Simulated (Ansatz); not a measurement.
Two isomers of C3H6FNO: A = `C=C(N)OCF`, B = `C=NC(F)OC`.

Gas-phase electronic energies from Ansatz, PBE0-D4/def2-TZVP geometries. CCSD(T)/CBS adds triple-zeta CCSD(T) − MP2 to the extrapolated MP2 energy (def2 sets, frozen cores). DFT in def2-TZVPP. B3LYP here is the variant with VWN-RPA as its local correlation; programs differ in this. One conformer a species, not always the lowest.

A:

Z-matrix (Å, degrees):
```
C
O 1 1.383
F 1 1.372 2 110.3
H 1 1.093 2 111.7 3 119.4
H 1 1.091 2 106.8 3 -117.1
C 2 1.376 1 116.1 3 -79.7
N 6 1.387 2 112.2 1 -65.8
C 6 1.328 2 120.5 1 113.5
H 7 1.008 6 113.7 2 -177.4
H 7 1.011 6 113.5 2 -48.0
H 8 1.081 6 121.0 2 172.7
H 8 1.079 6 119.8 2 -7.8
```

B:

Z-matrix (Å, degrees):
```
C
N 1 1.429
O 1 1.374 2 110.8
F 1 1.367 2 113.6 3 118.6
H 1 1.102 2 108.0 3 -122.5
C 2 1.258 1 119.6 3 -124.8
C 3 1.411 1 113.6 2 -70.0
H 6 1.093 2 123.6 1 -0.4
H 6 1.089 2 118.5 1 179.4
H 7 1.093 3 111.5 1 63.5
H 7 1.089 3 106.5 1 -176.8
H 7 1.098 3 111.0 1 -58.3
```

Q: Which isomer does CCSD(T)/CBS put lower? Give the gap. (An estimate is asked.)

A: Computed: A, by 7.0 kcal/mol.

Q: Give E(B) − E(A) in kcal/mol with CCSD(T)/def2-TZVPP, B3LYP-D4, PBE0-D4, PBE-D4, B2PLYP, HF/def2-TZVPP, r2SCAN-D4. (An estimate is asked.)

A: Computed: CCSD(T)/def2-TZVPP 5.9, B3LYP-D4 8.0, PBE0-D4 9.0, PBE-D4 9.0, B2PLYP 7.1, HF/def2-TZVPP 4.8, r2SCAN-D4 8.6. None reverses the order clearly.

Largest T1 diagnostic: 0.012.

In def2-TZVPP, CCSD(T) changes the Hartree–Fock value by +1.1 kcal/mol (the triples alone add +0.0 kcal/mol) and MP2 by +2.6 kcal/mol.
